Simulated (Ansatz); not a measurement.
# SiH₅ (doublet): from Hartree-Fock to the top rungs at distance H1–H2 along a hydrogen transfer = 0.830 Å, 6-31G

Aim: climb from Hartree-Fock through coupled cluster and multireference methods for SiH₅ (doublet) at one geometry and basis, and see what each rung misses.

Program: Ansatz 0.2.0, Gaussian basis. Level of theory: 6-31G, core rule «outside noble gas», up to 5 orbitals frozen. These are calculated values, not measurements.

Plan: UHF; CCSD(T) on ROHF; CCSD(T) on UHF; BCCD(T) on ROHF; CISD; CCSDT(Q) on ROHF; CCSDT(Q) on UHF; CCSDTQ on ROHF; CASSCF and MRCISD+Q, 3 electrons in 3 orbitals; CASSCF and NEVPT2, 3 electrons in 3 orbitals; CASSCF and MRCISD+Q, 9 electrons in 9 orbitals; CASSCF and NEVPT4(SD), 9 electrons in 9 orbitals; CASSCF and NEVPT2, 9 electrons in 9 orbitals; Full CI.

5 further runs of the same task are left out: 5 that didn't finish.

## (1) What is computed

The geometry derives from fragments relaxed apart (PBE0/def2-TZVP) and kept rigid, so it is no stationary point. A hydrogen atom is moved between rigid fragments.

6 atoms, charge 0, spin multiplicity 2.

Atoms are counted from 1 here; the program's logs count them from 0.

Bond lengths: H1–H2 0.830 Å, Si3–H4 1.486 Å, Si3–H5 1.486 Å, Si3–H6 1.486 Å. Angles: H4–Si3–H5 111.3°, H4–Si3–H6 111.3°, H5–Si3–H6 111.3°.

## (2) UHF

in.yaml

```yaml
crystal:
  periodic: [false, false, false]
  atoms:
    - {symbol: H, position_ang: [-2.678089, 0.000000, -0.000001]}
    - {symbol: H, position_ang: [-1.848089, 0.000000, -0.000001]}
    - {symbol: Si, position_ang: [0.102911, 0.000000, 0.000000]}
    - {symbol: H, position_ang: [0.552884, -1.416253, 0.000000]}
    - {symbol: H, position_ang: [0.552885, 0.708126, -1.226511]}
    - {symbol: H, position_ang: [0.552884, 0.708127, 1.226511]}
basis:
  gaussian: {orbitals: 6-31G}
magnetization: {spin_polarized: true, initial_magnetization: 1}
hamiltonian: {xc: hf}
output: {orbitals: {seedname: orbitals}}
```

The run is started by

```
$ ansatz run in.yaml --threads 1 --pin off --events-out ev --progress --plain --max-ram 2393MiB
```

Further steps of the session: CCSD(T) on ROHF; CCSD(T) on UHF; BCCD(T) on ROHF; CISD; CCSDT(Q) on ROHF; CCSDT(Q) on UHF; CCSDTQ on ROHF; CASSCF and MRCISD+Q, 3 electrons in 3 orbitals; CASSCF and NEVPT2, 3 electrons in 3 orbitals; CASSCF and MRCISD+Q, 9 electrons in 9 orbitals; CASSCF and NEVPT4(SD), 9 electrons in 9 orbitals; CASSCF and NEVPT2, 9 electrons in 9 orbitals; Full CI.

Before running them: what should the planned runs give, taken together? Wanted: FCI below the RHF energy; RMP2 from FCI; UMP2 from FCI; RCCSD from FCI; RCCSD(T) from FCI; UCCSD(T) from FCI; RCCSDT(Q) from FCI; UCCSDT(Q) from FCI; NEVPT2 pair from FCI.

As calculated:

```
                         quantity                                                                                                                       value
         FCI below the RHF energy                                                                                                                  -2.7504 eV
                    RMP2 from FCI                                                                                                                  +814.4 meV
                    UMP2 from FCI                                                                                                                  +797.7 meV
                   RCCSD from FCI                                                                                                                   +37.4 meV
                RCCSD(T) from FCI                                                                                                                   +11.2 meV
                UCCSD(T) from FCI                                                                                                                   +11.6 meV
               RCCSDT(Q) from FCI                                                                                                                    +0.3 meV
               UCCSDT(Q) from FCI                                                                                                                    +0.2 meV
             NEVPT2 pair from FCI                                                                                                                  +636.4 meV
          NEVPT2 valence from FCI                                                                                                                  +224.0 meV
      NEVPT4(SD) valence from FCI                                                                                                                   +44.5 meV
levels within 1 kcal/mol (43 meV)  RCCSD, UCCSD, RCCSD(T), UCCSD(T), BCCD(T), RCCSDT, UCCSDT, RCCSDT(Q), UCCSDT(Q), RCCSDTQ, MRCISD valence, MRCISD+Q valence
                    T1 diagnostic                                                                                                                       0.018
   effectively unpaired electrons                                                                                                                        1.03
```

In words: RCCSD(T) lands +11.2 meV from the yardstick (0.4 % of the correlation energy). One determinant dominates. Of the multireference levels listed MRCISD+Q valence comes nearest in total energy (+13.6 meV), which doesn't show that its space is the better one. These misses are within one basis, not against nature; the frozen cores of restricted and unrestricted runs differ, which can shift their rows.
